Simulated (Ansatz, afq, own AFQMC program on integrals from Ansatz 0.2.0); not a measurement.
Two steps: Ansatz 0.2.0 writes the Fock matrix and Cholesky factors of the valence space, and afq projects on them the lowest state that overlaps trial and start.

```yaml
crystal:
  periodic: [false, false, false]
  atoms:
    - {symbol: B, position_ang: [0.028762, 0.050179, 1.315346]}
    - {symbol: P, position_ang: [-0.026262, -0.062559, -0.557827]}
    - {symbol: H, position_ang: [-0.342109, 1.049875, 1.859223]}
    - {symbol: H, position_ang: [0.329247, -0.899526, 1.976629]}
    - {symbol: H, position_ang: [0.511406, 1.233857, -0.802151]}
basis:
  gaussian: {orbitals: cc-pVDZ}
magnetization: {spin_polarized: true, initial_magnetization: 1}
correlation: {method: ccsd_t, electrons: outside_noble_gas, hamiltonian_folder: ham}
```

```sh
$ ansatz run in.yaml --threads 1 --pin off --events-out ev --progress --plain --max-ram 1382MiB
```

afq runs on the folder ham with

```
--method free --trial cisd --walkers 60 --time-step 0.03 --max-blocks 80 --target-error 0.0004 --factor-cut 1e-05 --seed 673 --times 0,0.21,0.42,0.81,1.2,1.8,2.4,3 --taylor-order 8
```

Times are imaginary, in 1/Eh. The walk had a cap of 1706 s.

afq prints:

```
orbitals 41  electrons 6 5  factors 322 of 454
reference energy -367.12217430 Eh
CCSD correlation -0.22384626 Eh in 16 cycles, weight of the determinant in the CISD state 0.8775
repeat  energy at the last time / Eh  error
    10  -367.354139  0.001189
    20  -367.353828  0.000674
    30  -367.353556  0.000539
    40  -367.353515  0.000410
    50  -367.353266  0.000379
time / (1/Eh)  energy / Eh  error  mean overlap
  0.00  -367.345934  0.000153  1.1384
  0.21  -367.349082  0.000174  1.1320
  0.42  -367.350660  0.000199  1.1302
  0.81  -367.352194  0.000189  1.1291
  1.20  -367.352850  0.000246  1.1384
  1.80  -367.353235  0.000413  1.1261
  2.40  -367.353642  0.000395  1.0910
  3.00  -367.353321  0.000378  1.1182
energy -367.353321 +/- 0.000378 Eh
```

The run passed its tests (error under three times the target), which doesn't prove that it has relaxed.

Against this walk (error 10.3 meV) on the same determinant: CCSD(T) 32.2 meV higher, CCSDT(Q) 7.3 meV lower (within the noise). The error is statistical, and a free projection of finite length keeps a remainder of its start.

Cautions: remainder of the start not in the error.

The walk took 2.4 min on 1 thread of Intel(R) Xeon(R) 6975P-C (Granite Rapids), on a shared host. The log's last line is the free-projection energy.

CCSDT and higher add their correlation energy to the determinant of the CCSD(T) run, since their own runs factorise the integrals more tightly (a shift of under 2 meV).
